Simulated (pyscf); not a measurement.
This saddle point was located with ωB97X-D3(BJ)/def2-SVP in PySCF.

```xyz
15

C      1.0867     0.5066    -0.8187
In    -1.2379     1.1340    -0.5276
C     -2.4063    -0.5180    -1.2217
C     -1.2237     2.6579     0.9725
H      0.9609    -0.4624    -0.3052
H      1.7189     1.1573    -0.1946
H      1.6336     0.2790    -1.7495
H     -1.9546    -0.9219    -2.1393
H     -3.4396    -0.2119    -1.4412
H     -2.4334    -1.3141    -0.4624
H     -2.1596     3.2352     0.9626
H     -0.3830     3.3414     0.7854
H     -1.1004     2.2117     1.9708
H      0.2313     1.3874    -1.7104
H     -0.4932     1.9898    -2.1846
```

Surface: singlet, charge 0. Lowest wavenumbers (cm⁻¹): 1578i, 28, 60, 68, 113.

### Question
Which two sides does it connect, and which bonds change?

### Answer
H₃C–In(CH₃)–CH₃ (SMILES [CH3][In]([CH3])[CH3]) + H₂ (SMILES [H][H]) ⇌ CH₄ (SMILES C) + H₃C–InH–CH₃ (SMILES [CH3][InH][CH3]), a four-centre exchange read from left to right: C–In, H–H broken and C–H, H–In formed. At ωB97M-D3(BJ)/def2-TZVP it lies +141.0 kJ/mol from the left side and +193.0 kJ/mol from the right (each side as separated species at their lowest minima found). At the saddle there is also a short H–In contact that neither side keeps. One saddle was located; it need not be the lowest between these sides. Elements past Kr carry the def2 core potentials, without spin-orbit coupling.
